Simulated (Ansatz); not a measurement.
in.yaml

```yaml
crystal:
  periodic: [false, false, false]
  atoms:
    - {symbol: Ge, position_ang: [0.000000, 0.000000, 0.000000]}
    - {symbol: H, position_ang: [0.000000, 0.000000, 2.918000]}
basis:
  gaussian: {orbitals: def2-SVPD}
magnetization: {spin_polarized: true, initial_magnetization: 1}
correlation: {method: mp2, electrons: outside_noble_gas}
accuracy: high
output: {forces: true}
```

```sh
$ ansatz run in.yaml --threads 1 --pin off --events-out ev --progress --plain --max-ram 2393MiB
```

Output:

```
744 factors; integrals over basis functions are off by at most 4.5e-9 eV
mean field evaluation 1: about -56476.2360 eV, gradient 8.6e0 eV
mean field evaluation 2: about -56476.2391 eV, gradient 8.6e0 eV
mean field evaluation 4: about -56477.5549 eV, gradient 1.3e0 eV
mean field evaluation 8: about -56477.5736 eV, gradient 3.7e-1 eV
mean field evaluation 16: about -56478.9177 eV, gradient 3.8e-3 eV
mean field evaluation 32: about -56478.9177 eV, gradient 3.6e-6 eV
mean field evaluation 64: about -56478.3265 eV, gradient 5.5e0 eV
mean field evaluation 96: about -56478.9164 eV, gradient 6.2e-2 eV
mean field evaluation 128: about -56478.7769 eV, gradient 4.4e-3 eV
mean field evaluation 160: about -56478.5905 eV, gradient 1.1e-1 eV
mean field evaluation 192: about -56478.9085 eV, gradient 4.9e-1 eV
mean field evaluation 224: about -56477.5670 eV, gradient 5.5e-1 eV
mean field -56478.91767233 eV, -2075.5619416727 hartree, gradient 4.2e-8 eV, S^2 1.632852; 16 other end points of the search recorded, 0 dependent functions left out
14 core orbitals not correlated: weight in the atoms' cores, before any rotation towards them, 1.000 or more for the frozen orbitals, at most 0.000 for the correlated occupied ones
reference -56478.91767233 eV, -2075.5619416727 hartree; 3, 2 occupied and 29, 30 virtual orbitals, 744 factors
second order -1.23290115 eV of doubles, -0.00000000 eV of singles
the calculation of the forces begins
Total energy: -56480.15057348 eV, -2075.6072499545 hartree
Atom 0 at     0.000000     0.000000     0.000000 Å, force     0.000000     0.000000     0.472963 eV/Å
Atom 1 at     0.000000     0.000000     2.918000 Å, force    -0.000000    -0.000000    -0.472963 eV/Å
Dipole moment:    -0.000000     0.000000    -0.165920 e Å
```

Forces (eV/Å):
```
Ge   0.000  0.000  0.473
H    0.000  0.000 -0.473
```

Ran on 1 thread of Arm Neoverse V2, shared host: 4.3 s wall, 0.24 GiB peak host memory.
